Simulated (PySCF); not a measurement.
Method: B3LYP-D3(BJ)/def2-TZVP // PBE0-D4/def2-TZVP in PySCF. Gas-phase values, no solvent. One relaxed conformer stands for a flexible species; it need not be the lowest. B3LYP has the VWN-RPA correlation part, as in Gaussian. 

Reference species (SMILES): `[CH2]C` (neutral, multiplicity 2).

| Quantity | Result |
|---|---|
| highest occupied spin orbital | -5.61 eV |

Changed species: `[CH2][SeH]` (radical fragment; the reference has radical fragment).

Problem. Give the shifts of the highest occupied spin orbital.

Solution. the highest occupied spin orbital rises by 0.57 eV, to -5.04 eV.
